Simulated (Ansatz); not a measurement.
# SrCo2As2: experiment and calculation

**Measured values to compare with.**

From “Non-Fermi-liquid behaviors associated with a magnetic quantum-critical point in Sr(Co1-xNix)2As2 single crystals”, 2019, arxiv:1907.08238, for a bulk crystal of SrCo2As2 at 300 K: lattice constant a 3.955 ± 0.003 Å.

“KCo2As2: A New Portal for the Physics of High-Purity Metals”, 2022, arxiv:2201.10325 quotes, for a bulk crystal of SrCo2As2: lattice constant c 11.773 ± 0.001 Å.

The runs below are set against these values where they give the same quantity.

Theory: Ansatz 0.2.0, DFT r2SCAN, scalar-relativistic, plane waves, PAW.

Cutoff 500 eV; k points 12×12×12 on the computed 5-atom cell (Γ-centred); Gaussian smearing, width 0.10 eV; collinear spin from starting moments 0 0.8 0.8 0 0 μB.

Relaxed structure, symmetry kept:

```cif
data_structure
_symmetry_space_group_name_H-M 'I4/mmm'
_symmetry_Int_Tables_number 139
_cell_length_a 3.9807
_cell_length_b 3.9807
_cell_length_c 11.4248
_cell_angle_alpha 90.000
_cell_angle_beta 90.000
_cell_angle_gamma 90.000
_cell_volume 181.04
loop_
_atom_site_label
_atom_site_type_symbol
_atom_site_symmetry_multiplicity
_atom_site_Wyckoff_symbol
_atom_site_fract_x
_atom_site_fract_y
_atom_site_fract_z
_atom_site_occupancy
Sr1 Sr 2 a 0.00000 0.00000 0.00000 1
Co1 Co 4 d 0.00000 0.50000 0.25000 1
As1 As 4 e 0.00000 0.00000 0.35187 1
```

| Property | Result |
| --- | --- |
| Space group | I4/mmm (No. 139) |
| Volume per atom | 18.10 Å³ |
| Formation energy from the elements' standard states (uncorrected) | -0.618 eV/atom |
| Generalised Kohn–Sham band gap | none (metal) |
| Density of states at the Fermi level | 2.54 states/eV per cell |
| Löwdin character within 0.5 eV of the Fermi level | Co 3d 55 %, As 4p 29 %, unprojected 11 % |
| Bader charges (e) | Sr (1 in the cell) 1.42, Co (2 in the cell) 0.06, As (2 in the cell) -0.77 |
| Total moment | 1.40 μB per cell |
| Site moments (μB; atoms counted from 1 over the whole cell) | Co (atom 2) 0.73, Co (atom 3) 0.73 |

The state reached may not be the lowest one.

Only this magnetic start was tried.

Measured lattice constant a of SrCo2As2: 3.955 Å (300 K; the paper above). This calculation gives 3.981 Å (+0.7 %). 2 values of this kind are on record (3.9466 to 3.955 Å); this one was drawn at random, those with a stated uncertainty first. Measured lattice constant c of SrCo2As2: 11.773 Å (quoted in the paper above). This calculation gives 11.425 Å (-3.0 %). 3 values of this kind are on record (11.773 to 11.801 Å); this one was drawn at random among those near their median, those with a stated uncertainty first. The calculation is for 0 K without zero-point motion.

Cost: 1 run of about 19 core-minutes, on AMD EPYC (Zen 3) (shared hosts).